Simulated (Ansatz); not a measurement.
# BN+ (quartet): wave-function methods side by side, def2-TZVPP

The task here is to estimate one member of a computed series from the others.

Program: Ansatz 0.2.0, Gaussian basis. Level of theory: def2-TZVPP, core rule «outside noble gas», up to 2 orbitals frozen. These are calculated values, not measurements.

Plan: UHF; ROHF; CCSD(T) on UHF.

2 further runs of the same task are left out: 2 set aside as unsound or not needed.

## The geometry

The geometry is a PBE0/def2-TZVP stationary point (not a proven minimum) of the parent state, kept for this charge and spin.

2 atoms, charge 1, spin multiplicity 4.

Atoms are counted from 1 here; the program's logs count them from 0.

Bond lengths: B1–N2 1.315 Å.

Coordinates:

| atom | x (Å) | y (Å) | z (Å) |
| --- | --- | --- | --- |
| B1 | 0.00000 | 0.00000 | 0.00000 |
| N2 | 0.00000 | 0.00000 | 1.31545 |

The first run:

in.yaml reads:

```yaml
crystal:
  periodic: [false, false, false]
  atoms:
    - {symbol: B, position_ang: [0.000000, 0.000000, 0.000000]}
    - {symbol: N, position_ang: [0.000000, 0.000000, 1.315453]}
basis:
  gaussian: {orbitals: def2-TZVPP}
total_charge: 1
magnetization: {spin_polarized: true, initial_magnetization: 3}
hamiltonian: {xc: hf}
output: {orbitals: {seedname: orbitals}}
```

Run with:

```bash
$ ansatz run in.yaml --threads 1 --pin off --events-out ev --progress --plain --max-ram 4096MiB --backend cpu
```

Among the steps run: UHF; ROHF; CCSD(T) on UHF.

One of the session's tables, all rows but one given; the rest of the session is left out.

| method | from UCCSD(T) (meV) |
| --- | --- |
| ROHF | +5031.4 |
| UHF | +4915.4 |
| UMP2 | +792.9 |
| UCCSD | ? |
| UCCSD(T) | 0 |

Estimate the missing values for UCCSD.

**Answer.** from UCCSD(T) (meV): +174.3. In the column «from UCCSD(T) (meV)» it lies between UCCSD(T) (0) and UMP2 (+792.9).
